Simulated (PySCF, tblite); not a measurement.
**CH₅FO, a complex of two parts: NMR shifts, interaction energy, infrared bands, spin-spin couplings and core binding energies**

An exercise on one series of results from a longer session: the logs are not shown, and one member is left open.

Programs: tblite 0.8.0 and PySCF 2.14.0. All values are calculated, for the isolated system unless a continuum is named. Atoms count from 0, parts from 1.

## Starting point

8 atoms, charge 0, multiplicity 1; geometry: rigid parts in contact. Parts: 1 = atoms 0–4, `CF`, charge 0; 2 = atoms 5–7, `O`, charge 0.

Set-up of the first run:

The job: settings as JSON, then the geometry in Å.

```
{"job": {"kind": "dock", "xc": "GFN2-xTB", "basis": "xTB"}, "charge": 0, "multiplicity": 1, "parts": [{"atoms": "0-4", "charge": 0, "multiplicity": 1}, {"atoms": "5-7", "charge": 0, "multiplicity": 1}]}
C     -0.069205     0.005334     0.007744
F      1.282554    -0.098844    -0.143462
H     -0.300853    -0.108313     1.067339
H     -0.375302     0.987974    -0.352977
H     -0.537195    -0.786151    -0.578644
O      1.309232    -0.827588    -2.910783
H      1.685315    -0.859816    -2.028960
H      0.986283    -1.707601    -3.114191
```

Level: GFN2-xTB search for minima from random contacts, gas phase.

Launch:

```bash
$ OMP_NUM_THREADS=1 python cluster_run.py task.json out
```

This one command runs all jobs of the session in turn.

Among the steps run: Docking the parts with GFN2-xTB; Geometry optimisation at PBE0-D3(BJ)/def2-TZVPD; Nuclear shieldings: PBE0/pcSseg-2; Coupled-cluster interaction energy: CCSD(T) and MP2.

One of the session's tables, all rows but one given; the rest of the session is left out.

It belongs to the step «Coupled-cluster interaction energy: CCSD(T) and MP2». 

```
                 method  interaction energy (kcal/mol)
         HF/aug-cc-pVDZ                          -2.47
        MP2/aug-cc-pVDZ                          -3.42
       CCSD/aug-cc-pVDZ                          -3.26
    CCSD(T)/aug-cc-pVDZ                              ?
         HF/aug-cc-pVQZ                          -2.42
        MP2/aug-cc-pVQZ                          -3.85
    SCS-MP2/aug-cc-pVQZ                          -3.39
      MP2, extrapolated                          -3.94
CCSD(T), limit estimate                          -3.94
```

**Question.** Estimate the row for CCSD(T)/aug-cc-pVDZ.

**Answer.** interaction energy (kcal/mol): -3.43. In the column «interaction energy (kcal/mol)» it lies between MP2/aug-cc-pVQZ (-3.85) and MP2/aug-cc-pVDZ (-3.42).
